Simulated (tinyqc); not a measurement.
Hueckel theory of the pi electrons with the omega technique, for the molecule C=C[CH2-] (SMILES; centres numbered as the heavy atoms are written), step by step. One step of it, computed by the program tinyqc.

Problem. Energy, charges, bond orders. E = sum n x; q_r = z_r - P_rr; bond order p = P_rs; free valence = sqrt(3) - sum of p over the bonds of the atom.

final x values: [1.029105, -0.601150, -1.827952]

occupations: [2.000000, 2.000000, 0.000000]

final P, order 1C, 2C, 3C:
```
[[1.429394, 0.700021, -0.570606],
 [0.700021, 1.141213, 0.700021],
 [-0.570606, 0.700021, 1.429394]]
```

Centres:
```
centre  z_r, pi electrons of the neutral centre         h
1C                                            1  0.000000
2C                                            1  0.000000
3C                                            1  0.000000
```

Bonds:
```
i  j  k
1  2  1
2  3  1
```

Give: pi energy = 4 alpha + this times beta; pi charges; Bond orders and lengths from R = 1.517 - 0.180 p; free valence of the carbons; gap between the highest filled and the next level.

Solution.

pi energy = 4 alpha + this times beta = 0.8559

pi charges: [-0.4294, -0.1412, -0.4294]

Bond orders and lengths from R = 1.517 - 0.180 p (angstrom, C-C alone):
```
bond       p       R
1-2   0.7000  1.3910
2-3   0.7000  1.3910
```

free valence of the carbons: [1.0320, 0.3320, 1.0320]

gap between the highest filled and the next level = 1.2268 |beta|
